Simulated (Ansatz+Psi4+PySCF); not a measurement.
Two shapes of doublet C₃(+).

Shape 1:

```xyz
3

C     0.0026    0.0053    0.0080
C     0.7450   -0.0054    1.0894
C    -0.7358   -0.0092    1.0976
```

Shape 2:

```xyz
3

C    -0.0100   -0.0263   -0.0104
C     0.7470    0.0286    1.0934
C    -0.7658    0.0099    1.1002
```

Basis set: cc-pVTZ (spherical functions). Frozen core: 3 orbitals. Correlation on ROHF uses semicanonical orbitals with singles. Charge 1, multiplicity 2.

Computed with Ansatz (development build ahead of 0.2.0); each method stands on the lowest determinant of its kind that the runs found.

(1) Which shape is lower in energy, and by how much in each method?

Results:

(1)

```tsv
method	E(2) − E(1) (eV)
ROHF	0.118
UHF	0.119
ROHF-CCSD	0.055
ROHF-CCSD(T)	0.015
```

Shape 1 is lower. Caution for ROHF, ROHF-CCSD, ROHF-CCSD(T): an unrestricted determinant lies well below. Caution for UHF: the unrestricted determinant is a mixture of spin states. Caution for ROHF-CCSD, ROHF-CCSD(T): large amplitudes, a single reference is doubtful.
